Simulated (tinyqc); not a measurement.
Hueckel theory of the pi electrons with the omega technique, for the molecule O=CC=CC=O (SMILES; centres numbered as the heavy atoms are written), step by step. One step of it, computed by the program tinyqc.

Task: Energy, charges, bond orders. E = sum n x; q_r = z_r - P_rr; bond order p = P_rs; free valence = sqrt(3) - sum of p over the bonds of the atom.

final x values: 2.034322  1.642782  0.874909  -0.033319  -0.909231  -1.609463

occupations: 2.000000  2.000000  2.000000  0.000000  0.000000  0.000000

final P:
```
,1O,2C,3C,4C,5C,6O
1O,1.234887,0.849129,-0.006965,-0.373864,-0.080109,0.278511
2C,0.849129,0.843759,0.479172,0.122685,-0.059110,-0.080109
3C,-0.006965,0.479172,0.921354,0.780599,0.122685,-0.373864
4C,-0.373864,0.122685,0.780599,0.921354,0.479172,-0.006965
5C,-0.080109,-0.059110,0.122685,0.479172,0.843759,0.849129
6O,0.278511,-0.080109,-0.373864,-0.006965,0.849129,1.234887
```

Centres:
```
centre,"z_r, pi electrons of the neutral centre",h
1O,1,1.000000
2C,1,0.000000
3C,1,0.000000
4C,1,0.000000
5C,1,0.000000
6O,1,1.000000
```

Bonds:
```
i,j,k
1,2,1.000000
2,3,1
3,4,1
4,5,1
5,6,1
```

Give: pi energy = 6 alpha + this times beta; pi charges; Bond orders and lengths from R = 1.517 - 0.180 p; free valence of the carbons; gap between the highest filled and the next level.

Result:

pi energy = 6 alpha + this times beta = 9.1040

pi charges: 1O -0.2349, 2C 0.1562, 3C 0.0786, 4C 0.0786, 5C 0.1562, 6O -0.2349

Bond orders and lengths from R = 1.517 - 0.180 p (angstrom, C-C alone):
```
bond,p,R
1-2,0.8491,-
2-3,0.4792,1.4307
3-4,0.7806,1.3765
4-5,0.4792,1.4307
5-6,0.8491,-
```

free valence of the carbons: 2C 0.4037, 3C 0.4723, 4C 0.4723, 5C 0.4037

gap between the highest filled and the next level = 0.9082 |beta|
